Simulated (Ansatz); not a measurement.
## Active spaces for H₂O₂, singlet

Computed with Ansatz's Gaussian-basis code (development build); CASPT2, NEVPT3, NEVPT4(SD) by development code. Basis cc-pVDZ, nonrelativistic, 2 orbitals frozen in the corrections. State-specific CASSCF; RHF is the lowest restricted (open-shell) Hartree–Fock solution met. No symmetry is imposed, so a solution can break that of the shape. No proof that the lowest CASSCF solution was found.

Geometry:

```xyz
4

O    -0.0528    0.1189   -0.7244
O    -0.0528   -0.1189    0.7244
H     0.4220   -0.6857   -1.0052
H     0.4220    0.6857    1.0052
```

(1) What do CASSCF and its corrections give against RHF in CAS(2,2), and what are the occupations?

(2) How do single-reference totals in the same basis and frozen core stand against SC-NEVPT2 in CAS(2,2)?

Results:

(1) CASSCF -1.253 eV, SC-NEVPT2 -10.571 eV, FIC-NEVPT2 -10.574 eV, NEVPT3 -10.878 eV, NEVPT4(SD) -11.137 eV, CASPT2 (IPEA 0) -10.584 eV; occupations 1.92, 0.08. The MRCI reference weight is 0.924.

(2) CCSD(T) -0.645 eV. Coupled cluster stands on the determinant that it favours, which can lie over the RHF solution above, and is in doubt where the occupations are far from 0, 1 and 2.
